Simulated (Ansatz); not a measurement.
Silicon tetrafluoride. Charge 0, multiplicity 1. The geometry is a stationary point of PBE0-D4/def2-TZVP.

```xyz
5

F     1.065   -1.121    0.222
Si    0.000    0.000    0.000
F    -1.118   -0.123    1.084
F    -0.632   -0.155   -1.420
F     0.685    1.399    0.114
```

(1) What is the dipole moment at PBE/def2-TZVPP? (An estimate is asked.)

(2) Give the Mulliken charges with PBE, ωB97M-V, r2SCAN in def2-TZVPP. (Best estimate.)

Results:

(1) Ansatz gave: 0.00 D, zero by symmetry or nearly so.

(2) The calculation gave: 
```tsv
atom	PBE	ωB97M-V	r2SCAN
F1	-0.23	-0.26	-0.27
Si2	0.93	1.06	1.08
F3	-0.23	-0.26	-0.27
F4	-0.23	-0.26	-0.27
F5	-0.23	-0.26	-0.27
```
